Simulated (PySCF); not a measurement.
Cyclopropyl isocyanate, C4H5NO.
Bonds: O1–C2 (double), C2–N3 (double), N3–C4, C4–C5, C5–C6, C4–C6. Hydrogens: H7 on C4; H8, H9 on C5; H10, H11 on C6.

Lines to be assigned: C 1s: 291.05 (area 2), 292.55 (area 1), 294.41 (area 1) eV; N 1s: 405.83 eV; O 1s: 538.98 eV.

Method used: delta-SCF UKS SCAN, pcX-2 on the ionised atom, pcseg-1 elsewhere, spin-free X2C (PySCF 2.14.0). One conformer (not necessarily the lowest) at the GFN2-xTB geometry, without solvent, vibrations or thermal averaging.

Question: Which carbon gives which C 1s line?

Answer: 291.05 eV: C5/C6 (three-membered-ring carbon); 292.55 eV: C4 (sp3 carbon bound to nitrogen); 294.41 eV: C2 (isocyanate carbon). Lowest listed C 1s: C5/C6, bonded to 2 C and 2 H. Highest, 3.36 eV above it: C2, bonded to O (double bond) and N (double bond).

Bonded neighbours of each site: O1: C (double bond); C2: O (double bond) and N (double bond); N3: C (double bond) and C; C4: N, 2 C and H; C5/C6: 2 C and 2 H.

Question: Express the binding energy of O 1s of O1 in atomic units and per mole.

Answer: 538.98 eV = 19.8071 Eh = 52004 kJ/mol.

The first atom of each set that the bonding makes equivalent was ionised and stands for the set.

Time: 40 s wall. Hardware: Arm Neoverse V1, one thread (shared host).

The values belong to the conformer `[O:1]=[C:2]=[N:3][CH:4]1[CH2:5][CH2:6]1`: C2–N3–C4–C5 -35°.
